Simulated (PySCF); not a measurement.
Does the answer move with the share of exact exchange?

CFCl3.
Numbering: `[F:1][C:2]([Cl:3])([Cl:4])[Cl:5]`

Geometry (GFN2-xTB, Å), atoms numbered from 1 in this order:
```xyz
5
CCl3F angstrom
F      0.0603   -0.1410    1.3961
C      0.0046   -0.0063    0.0667
Cl    -0.4579    1.6606   -0.3126
Cl     1.6028   -0.3706   -0.6039
Cl    -1.2011   -1.1397   -0.5634
```

PySCF, Sadlej pVTZ basis, density fitting, gas phase, GFN2-xTB geometry. One functional is left out:

```json
{"functional": "HCTH407", "exact exchange (%)": "0", "HOMO energy (eV)": "-7.99", "LUMO energy (eV)": "-2.65", "dipole moment (D)": "0.294"}
{"functional": "OLYP", "exact exchange (%)": "0", "HOMO energy (eV)": "-7.63", "LUMO energy (eV)": "-2.35", "dipole moment (D)": "0.283"}
{"functional": "revPBE", "exact exchange (%)": "0", "HOMO energy (eV)": "-7.67", "LUMO energy (eV)": "-2.40", "dipole moment (D)": "0.269"}
{"functional": "B97-2", "exact exchange (%)": "21", "HOMO energy (eV)": "-8.92", "LUMO energy (eV)": "-1.53", "dipole moment (D)": "0.345"}
{"functional": "BHandHLYP", "exact exchange (%)": "50", "HOMO energy (eV)": "-10.50", "LUMO energy (eV)": "-0.39", "dipole moment (D)": "0.460"}
```

Task: Predict the row of mPW1PW91 (25 % exact exchange) by straight lines through the other rows, and check it.

Result: 
```json
{"property": "HOMO energy (eV)", "line": "-9.13", "computed": "-9.20", "computed − line": "-0.07", "B97-2 (21 %), for comparison": "-8.92"}
{"property": "LUMO energy (eV)", "line": "-1.41", "computed": "-1.47", "computed − line": "-0.06", "B97-2 (21 %), for comparison": "-1.53"}
{"property": "dipole moment (D)", "line": "0.368", "computed": "0.365", "computed − line": "-0.003", "B97-2 (21 %), for comparison": "0.345"}
```
